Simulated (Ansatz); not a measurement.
This script drives the Ansatz DFT code, driven from Python.

`c5h6_methods.py`
```python
'''One geometry of C5H6, method by method.'''

from pathlib import Path

import ansatz as az
import numpy as np

geometry_ang = [
    ('C', [-0.724, 2.2061, -0.8818]),
    ('C', [-0.6678, 1.0254, -0.4723]),
    ('C', [-0.5908, -0.1951, -0.0628]),
    ('C', [0.7805, -0.7295, 0.3737]),
    ('C', [0.8555, -2.0025, 0.8]),
    ('H', [-0.9867, 3.073, -0.2029]),
    ('H', [-0.618, 2.4881, -1.94]),
    ('H', [-1.4029, -0.8094, -0.0223]),
    ('H', [1.5791, -0.0688, 0.3752]),
    ('H', [1.8306, -2.357, 1.1514]),
    ('H', [0.01, -2.6874, 0.9024]),
]
system = az.Crystal.molecule()
for symbol, xyz in geometry_ang:
    system = system.atom(symbol, xyz)

setup = system.calculation().basis(gaussian='def2-SVP')

print('functional    E (Ha)        dipole (D)   HOMO (eV)  LUMO (eV)')
for name in ['revpbe', 'blyp', 'cam_b3lyp', 'r2scan', 'b3lyp', 'pbe']:
    r = setup.functional(name).forces().orbitals().run(threads=1, runs_dir='runs').report
    lines = Path(r['orbitals_path']).read_text().splitlines()
    field_of = lambda key: [line.split('=')[1].strip() for line in lines if line.startswith(key)]
    orbitals = [(27.211386 * float(e), s, float(n)) for e, s, n in zip(field_of('Ene='), field_of('Spin='), field_of('Occup='))]
    homo = max(e for e, _, n in orbitals if n > 0.5)
    lumo = min(e for e, _, n in orbitals if n < 0.5)
    dipole = 4.803205 * np.linalg.norm(r['charge_distribution']['dipole_moment_e_ang'])
    print(f'{name:10s} {r["free_energy_ev"] / 27.211386246:14.6f} {dipole:9.3f} {homo:11.3f} {lumo:10.3f}')
```

It is started by `python c5h6_methods.py`. Estimate its wall time and peak memory on 1 thread of Arm Neoverse V2 (shared host).

It took about 19 s, with a peak of 0.27 GiB, for 6 runs of the engine.

```console
$ python c5h6_methods.py
functional    E (Ha)        dipole (D)   HOMO (eV)  LUMO (eV)
revpbe        -193.845878     0.228      -5.548     -1.284
blyp          -193.801694     0.221      -5.389     -1.156
cam_b3lyp     -193.775655     0.231      -7.852      0.785
r2scan        -193.769915     0.259      -5.804     -1.211
b3lyp         -193.902450     0.216      -6.401     -0.575
pbe           -193.632408     0.248      -5.595     -1.344
```

Notes:
- Total energies depend on the basis set; only differences at equal settings carry meaning.
- The geometry is a force-field or estimated start, not a minimum of this method, and the basis set is short of its limit. A lower total doesn't mark the better method: functionals have no common bound, and MP2 and coupled cluster aren't variational.
- b3lyp holds the VWN-RPA fit, as in Gaussian; the form of ORCA and Turbomole is b3lyp5.
- Levels such as HOMO and LUMO are orbital energies: with these approximate functionals they aren't the ionisation energy and electron affinity, and their gap isn't the fundamental gap.
